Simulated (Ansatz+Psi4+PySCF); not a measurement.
Two shapes of doublet C₂H₅.

Shape 1:

```xyz
7

C    -0.2587   -0.8168    0.0000
C    -0.2510    0.6742    0.0000
H     0.7588   -1.2259    0.0000
H    -0.7588   -1.2139    0.8834
H    -0.7588   -1.2139   -0.8834
H    -0.1700    1.2259   -0.9243
H    -0.1700    1.2259    0.9243
```

Shape 2:

```xyz
7

C    -0.2520   -0.8250   -0.0281
C    -0.2639    0.6785   -0.0267
H     0.7556   -1.2328   -0.0290
H    -0.7619   -1.1883    0.8988
H    -0.7352   -1.2247   -0.8684
H    -0.1715    1.2168   -0.8958
H    -0.1762    1.2009    0.9090
```

Basis set: cc-pVTZ (spherical functions). Frozen core: 2 orbitals. Correlation on ROHF uses semicanonical orbitals with singles. Charge 0, multiplicity 2.

Computed with Ansatz (development build ahead of 0.2.0) and Psi4 1.11; each method stands on the lowest determinant of its kind that the runs found.

Which shape is lower in energy, and by how much in each method?

```
  method  E(2) − E(1) (eV)
    ROHF             0.088
     UHF             0.092
ROHF-MP2             0.107
 UHF-MP2             0.106
```

Shape 1 is lower.
